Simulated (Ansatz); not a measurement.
Results of rVV10 in Ansatz (plane waves, PAW) for 1T (CdI2-type) TaSe₂ (undistorted form, which takes a superstructure on cooling).

Input file:

Ansatz 0.2 input:
```yaml
crystal:
  lattice:
    - [3.5534532871, 0.0, 0.0]
    - [-1.7767266435, 3.0773808178, 0.0]
    - [0.0, 0.0, 6.3735652586]
  atoms:
    - { symbol: Ta, position: [0.0, 0.0, 0.0] }
    - { symbol: Se, position: [0.3333333333, 0.6666666667, 0.263415677] }
    - { symbol: Se, position: [0.6666666667, 0.3333333333, 0.736584323] }
basis:
  ecutwfc: 520
  ecutrho_ratio: 4
  xc_grid: 2
kpoints:
  mp_grid: { grid: [18, 18, 10] }
hamiltonian:
  xc: { exchange: rpw86, correlation: pbe }
  dispersion: rvv10
  pseudopotentials: { kind: paw }
scf:
  occupations: { method: fermi_dirac, width: 0.05 }
output:
  forces: true
  stress: true
  eigenvalues: true
relax:
  f_tol: 0.004
  escape_saddle: false
  max_steps: 80
  cell: { stress_tol: 0.02, fix: [volume] }
```

From the output:

```
Relaxation: its limit of steps is 80 (relax.max_steps)
Crystal: 3 atoms, lattice volume = 69.697 Å³
Basis set: ecut = 520 eV, 1907 PW (Γ), exchange–correlation on 54×54×96 points (8 copies of the dense FFT grid, shifted against one another)
Bands: 27, of which v1, the nominal top of the filled ones, is band 23 counted from 1 (22 counted from 0)
Symmetry: 12 space group operations
Space group: P-3m1 (ITA 164), of the structure as read, at distance tolerance 4.1e-5 Å
k-points: 330 of 3240
Functional: x = rpw86, c = pbe(β = 0.06672455060314922) + rvv10(b = 6.3, C = 0.0093)
SCF iter   1: F=—  HF=-20998.525796 eV  |F-HF|=—  |Δ(HF+E_count)|=         —  Δρ=6.58e-3  dr2=9.00e-2
SCF iter   2: F=—  HF=-20998.515758 eV  |F-HF|=—  |Δ(HF+E_count)|=   1.00e-2  Δρ=3.56e-3  dr2=2.15e-2
  ...
SCF 1 converged in 7 iterations: F = -20998.511194 eV  dr2 = 2.10e-8
Crystal: 3 atoms, lattice volume = 69.697 Å³
Initial density: handed on by an earlier stage of this run
SCF 2 converged in 6 iterations: F = -20998.492814 eV  dr2 = 1.20e-7
Crystal: 3 atoms, lattice volume = 69.697 Å³
SCF 3 converged in 9 iterations: F = -20998.516653 eV  dr2 = 4.17e-12
Crystal: 3 atoms, lattice volume = 69.697 Å³
SCF 4 converged in 4 iterations: F = -20998.516666 eV  dr2 = 8.74e-10
Crystal: 3 atoms, lattice volume = 69.697 Å³
SCF iter   4: F=—  HF=-20998.516666 eV  |F-HF|=—  |Δ(HF+E_count)|=  1.24e-10  Δρ=1.37e-7  dr2=2.40e-11
SCF iter   5: F=-20998.516666 eV  HF=-20998.516666 eV  |F-HF|=3.64e-12  |Δ(HF+E_count)|=  2.18e-11  Δρ=4.36e-8  dr2=1.85e-12
SCF 5 converged in 5 iterations: F = -20998.516666 eV  dr2 = 1.85e-12
SCF converged after 5 iterations
Free energy (F): -20998.516666 eV
Internal energy: -20998.501691 eV  (E = F + TS)
E sigma→0 (E₀):  -20998.509179 eV
Fermi energy:    10.997936 eV
--- Stress (GPa, compression-positive) ---
       -0.704502       0.000000      -0.000000
        0.000000      -0.704502       0.000000
       -0.000000       0.000000      -0.696576
  P = ⅓ Tr σ = -0.7019 GPa (-7.019 kbar)
```

The cell is one volume of an energy–volume scan, off the minimum.

The PAW data were made under PBE.

Note: the relaxation could not lower the start's symmetry, so the cell can be a saddle point above a distorted one.

Ansatz is a quantum-chemistry and plane-wave program.
